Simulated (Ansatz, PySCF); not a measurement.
This PySCF input computes a r2SCAN/def2-TZVPD energy:

```python
from pyscf import gto, scf, dft

mol = gto.M(
    atom='''
    C     0.00321063    1.07723153    0.05140708
    C    -0.00311261   -1.04434114   -0.04983750
    C    -1.09975982    0.06552535   -0.00413319
    C     1.10012885    0.05829224    0.01004195
    H     0.00642986    2.15734776    0.10295182
    H     0.00083048   -1.63620330   -0.96378666
    H    -0.01083500   -1.72051080    0.80359931
    H    -1.75911514    0.02859720    0.87116926
    H    -1.74750663    0.11249291   -0.88758417
    H     1.74789278    0.01706635    0.89376693
    H     1.75950128    0.10096206   -0.86498650
    ''',
    basis='def2-tzvpd',
    charge=0,
    spin=1,
    verbose=4,
)

mf = dft.UKS(mol, xc='r2scan').density_fit(auxbasis='def2-universal-jkfit')
mf.grids.level = 4
mf.conv_tol = 1e-9
mf.max_cycle = 100
mf.max_memory = 1500
mf.kernel()
if not mf.converged:
    mf = mf.newton()
    mf.kernel(mf.make_rdm1())
for _ in range(2):
    mo, _, stable, _ = mf.stability(return_status=True)
    if stable:
        break
    mf.kernel(mf.make_rdm1(mo, mf.mo_occ))
mf.analyze()
```

### Question
Write an input for the same energy in Ansatz (an electronic-structure program) and say what it gives.

### Answer

Ansatz 0.2 input:
```yaml
crystal:
  periodic: [false, false, false]
  atoms:
    - {symbol: C, position_ang: [0.00321063, 1.07723153, 0.05140708]}
    - {symbol: C, position_ang: [-0.00311261, -1.04434114, -0.04983750]}
    - {symbol: C, position_ang: [-1.09975982, 0.06552535, -0.00413319]}
    - {symbol: C, position_ang: [1.10012885, 0.05829224, 0.01004195]}
    - {symbol: H, position_ang: [0.00642986, 2.15734776, 0.10295182]}
    - {symbol: H, position_ang: [0.00083048, -1.63620330, -0.96378666]}
    - {symbol: H, position_ang: [-0.01083500, -1.72051080, 0.80359931]}
    - {symbol: H, position_ang: [-1.75911514, 0.02859720, 0.87116926]}
    - {symbol: H, position_ang: [-1.74750663, 0.11249291, -0.88758417]}
    - {symbol: H, position_ang: [1.74789278, 0.01706635, 0.89376693]}
    - {symbol: H, position_ang: [1.75950128, 0.10096206, -0.86498650]}
basis:
  gaussian:
    orbitals: def2-TZVPD
hamiltonian:
  xc: {name: r2SCAN}
magnetization: {spin_polarized: true, initial_magnetization: 1}
output: {forces: true}
```
It gives -156.50111 Eh, and PySCF -156.50120 Eh, a difference of 0.09 mEh, from the treatment of integrals and grids.

It need not be the lowest isomer of its formula.
